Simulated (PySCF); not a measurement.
# BH6N: the cost of one run

Programs: PySCF 2.14.0, with density-fitted response routines of our own. Each step states its level of theory. These are calculated values for one molecule in the gas phase, unless marked as measured. Atoms are numbered from 0 throughout.

## Step 1: The starting structure

8 atoms, charge 0, multiplicity 1; geometry from: PBE0-D3(BJ)/def2-SVP.

Bonds of the start (Å): B0–N1 1.63, B0–H2 1.22, B0–H3 1.22, B0–H4 1.22, N1–H5 1.02, N1–H6 1.02, N1–H7 1.02.

## Step 2: Indirect couplings: B3LYP/def2-TZVP

What the job is given:

```
{"job": {"kind": "j", "xc": "B3LYP", "basis": "def2-TZVP"}, "charge": 0, "multiplicity": 1}
B     -0.792469    -0.024515     0.141775
N      0.834932    -0.095702     0.005792
H     -1.226024    -0.337508    -0.960083
H     -1.082168    -0.827509     1.019450
H     -1.043846     1.134563     0.447522
H      1.289523     0.150597     0.885615
H      1.174101     0.548720    -0.709143
H      1.143594    -1.033857    -0.250937
```

With the program's defaults for keys left out, this is: B3LYP/def2-TZVP indirect spin-spin coupling, non-relativistic, gas phase.

The run is started by

```bash
$ OMP_NUM_THREADS=1 python probes_run.py task.json out
```

The driver reads the jobs from task.json and runs them one after another.

**Question.** How long does this first job take on 1 thread of Arm Neoverse V1, shared host, and how much memory does it need?

About 4.2 s, with a peak of 0.4 GiB.
